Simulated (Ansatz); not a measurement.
Input (CCSDT(Q)/cc-pVDZ; Ansatz, a quantum-chemistry and plane-wave program):

Ansatz 0.2 input:
```yaml
crystal:
  periodic: [false, false, false]
  atoms:
    - {symbol: C, position_ang: [-0.00009993, -0.00095442, 0.31517980]}
    - {symbol: C, position_ang: [-0.01085219, -0.76561157, -0.93063144]}
    - {symbol: C, position_ang: [0.01144086, 0.77123367, -0.92597055]}
    - {symbol: C, position_ang: [-0.00051703, -0.00493795, 1.63067274]}
    - {symbol: H, position_ang: [-0.92882004, -1.25538122, -1.23503907]}
    - {symbol: H, position_ang: [0.89268876, -1.28180502, -1.23454154]}
    - {symbol: H, position_ang: [0.92960061, 1.26283614, -1.22682425]}
    - {symbol: H, position_ang: [-0.89190819, 1.28925995, -1.22732177]}
    - {symbol: H, position_ang: [-0.01412041, -0.93212254, 2.19130492]}
    - {symbol: H, position_ang: [0.01272905, 0.91883428, 2.19691844]}
basis:
  gaussian:
    orbitals: cc-pVDZ
magnetization: {spin_polarized: false}
correlation: {method: ccsdt_q, electrons: outside_noble_gas}
```

Output:

```
Functional definition: HF
integrals: 0.12 GiB planned
1647 factors; integrals over basis functions are off by at most 1.7e-7 eV
mean field: 0.30 GiB planned
mean field evaluation 1: about -4212.8232 eV, gradient 2.6e1 eV
mean field evaluation 2: about -4212.8250 eV, gradient 2.6e1 eV
mean field evaluation 4: about -4215.0051 eV, gradient 3.1e0 eV
mean field evaluation 8: about -4215.0349 eV, gradient 6.1e-2 eV
mean field evaluation 16: about -4215.0322 eV, gradient 6.9e-1 eV
mean field -4215.03490615 eV, -154.8996757476 hartree, gradient 1.8e-6 eV, S^2 0.000000; 0 other end points of the search recorded, 0 dependent functions left out
4 core orbitals not correlated
reference -4215.03490615 eV, -154.8996757476 hartree; 11, 11 occupied and 71, 71 virtual orbitals, 1647 factors
second order -14.68500478 eV of doubles, -0.00000000 eV of singles
coupled cluster: 3.52 GiB planned
cycle   1  -15.36647417 eV  change   -6.8e-1 eV  update   1.0e-1
cycle   2  -16.16637240 eV  change   -8.0e-1 eV  update   4.3e-2
cycle   3  -16.48640520 eV  change   -3.2e-1 eV  update   1.9e-2
cycle   4  -16.44935773 eV  change    3.7e-2 eV  update   6.1e-3
cycle   5  -16.44752972 eV  change    1.8e-3 eV  update   3.2e-3
cycle   6  -16.45238527 eV  change   -4.9e-3 eV  update   9.7e-4
cycle   7  -16.45335770 eV  change   -9.7e-4 eV  update   4.1e-4
cycle   8  -16.45302808 eV  change    3.3e-4 eV  update   1.2e-4
cycle   9  -16.45300515 eV  change    2.3e-5 eV  update   5.1e-5
cycle  10  -16.45304803 eV  change   -4.3e-5 eV  update   1.7e-5
cycle  11  -16.45301016 eV  change    3.8e-5 eV  update   7.3e-6
cycle  12  -16.45302104 eV  change   -1.1e-5 eV  update   2.8e-6
cycle  13  -16.45302376 eV  change   -2.7e-6 eV  update   9.3e-7
cycle  14  -16.45302440 eV  change   -6.4e-7 eV  update   3.9e-7
coupled cluster: 3.52 GiB planned
perturbative correction -0.03888918 eV, -0.0014291511 hartree
Total energy: -4231.52681973 eV, -155.5057423932 hartree
```
